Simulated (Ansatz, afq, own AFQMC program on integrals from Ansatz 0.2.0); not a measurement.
Integrals from Ansatz 0.2.0, then the random walk in our own AFQMC program (afq).

```yaml
crystal:
  periodic: [false, false, false]
  atoms:
    - {symbol: Si, position_ang: [0.000000, 0.000000, 0.693095]}
    - {symbol: C, position_ang: [0.000000, 0.000000, -1.528909]}
    - {symbol: H, position_ang: [0.000000, 1.627748, 1.736538]}
    - {symbol: H, position_ang: [0.000000, -1.627748, 1.736538]}
    - {symbol: H, position_ang: [0.000000, 1.200051, -2.283518]}
    - {symbol: H, position_ang: [0.000000, -1.200051, -2.283518]}
basis:
  gaussian: {orbitals: 6-31G}
magnetization: {spin_polarized: false}
correlation: {method: ccsd_t, electrons: outside_noble_gas, hamiltonian_folder: ham}
```

```sh
$ ansatz run in.yaml --threads 1 --pin off --events-out ev --progress --plain --max-ram 1382MiB
```

afq runs on the folder ham with

```
--method phaseless --trial cisd --walkers 70 --populations 1 --least-time 40 --time-step 0.005 --steps-per-block 50 --equilibration-blocks 40 --max-blocks 300 --target-error 0.00084 --factor-cut 1e-05 --seed 2392 --release-times 0.24,0.51,0.99,1.62,2.4 --release-step 0.03 --release-every 4 --taylor-order 6
```

Times are imaginary, in 1/Eh. The walk had a cap of 491 s.

afq prints:

```
orbitals 24  electrons 6 6  factors 161 of 395
reference energy -328.71426608 Eh
CCSD correlation -0.25871487 Eh in 13 cycles, weight of the determinant in the CISD state 0.7439
energy of the start -328.972981 Eh
 block  time / (1/Eh)  mean weight  energy / Eh
     1     0.250  1.0007  -328.966210
     2     0.500  1.0010  -328.965123
     3     0.750  1.0002  -328.967195
     4     1.000  0.9989  -328.971492
     5     1.250  0.9999  -328.967641
     7     1.750  1.0002  -328.975672
     9     2.250  0.9988  -328.994186
    17     4.250  1.0010  -328.994629
    33     8.250  1.0002  -328.988330
    49    12.250  0.9971  -328.983093
    65    16.250  1.0009  -328.978495
    81    20.250  0.9994  -329.011381
    97    24.250  0.9993  -329.004216
   113    28.250  0.9988  -329.000949
   129    32.250  1.0016  -328.972156
   145    36.250  0.9992  -328.996658
   161    40.250  0.9998  -328.995783
   169    42.250  1.0011  -328.965294
   177    44.250  0.9998  -328.985744
   193    48.250  1.0005  -328.996205
   209    52.250  1.0002  -328.991574
   225    56.250  1.0004  -328.976568
   241    60.250  0.9983  -328.979733
   257    64.250  1.0011  -328.976605
   273    68.250  1.0000  -328.994192
   289    72.250  1.0010  -328.979003
   305    76.250  1.0008  -328.982523
   321    80.250  1.0016  -328.987190
   337    84.250  1.0018  -328.996616
blocks merged  error / Eh  count
     1  0.000656  300
     2  0.000819  150
     4  0.001024  75
     8  0.001192  37
    16  0.001260  18
    32  0.001399  9
released: time / (1/Eh)  energy / Eh  error  mean overlap
  0.24  -328.983434  0.001224  1.0020
  0.51  -328.984706  0.001280  1.0072
  0.99  -328.985617  0.001017  1.0120
  1.62  -328.986472  0.001367  1.0104
  2.40  -328.988573  0.001187  1.0028
energy -328.984319 +/- 0.001260 Eh
(rows thinned)
```

The run passed its tests (sampling time, drift between the halves within three errors, error under three times the target), which doesn't prove that it has relaxed.

Against this walk (error 34.3 meV) on the same determinant: CCSD(T) 73.5 meV lower, CCSDT(Q) 119.3 meV lower. The error is statistical and leaves out the bias of the constraint. None of these is a sure reference here. The released energies are still falling (meV from the phaseless value at times in 1/Eh: 24 ± 33 at 0.24, -11 ± 35 at 0.51, -35 ± 28 at 0.99, -59 ± 37 at 1.62, -116 ± 32 at 2.40), so they give no level.

Cautions: constraint bias not in the error; error above the target (34.3 against 22.9 meV); higher spins were not checked; restricted determinant unstable towards unrestricted (UHF 1.57 eV lower, ⟨S²⟩ 1.05); strong correlation (T1 0.020, weight of the determinant 0.74, largest double 0.34); the CCSD(T) amplitudes may be one of several solutions (largest double 0.34); the CCSDT(Q) amplitudes may be one of several solutions (largest double 0.37); the bias of populations of 70 walkers isn't removed.

The walk took 110 s on 1 thread of Arm Neoverse V1, with other jobs on the host. The log's last line is the phaseless energy.

CCSDT and higher add their correlation energy to the determinant of the CCSD(T) run, since their own runs factorise the integrals more tightly (a shift of under 2 meV). A walk keeps the symmetry of its determinant, which the program's search chose and which needn't be the lowest solution, so a lower state of the same spin and another symmetry isn't excluded.
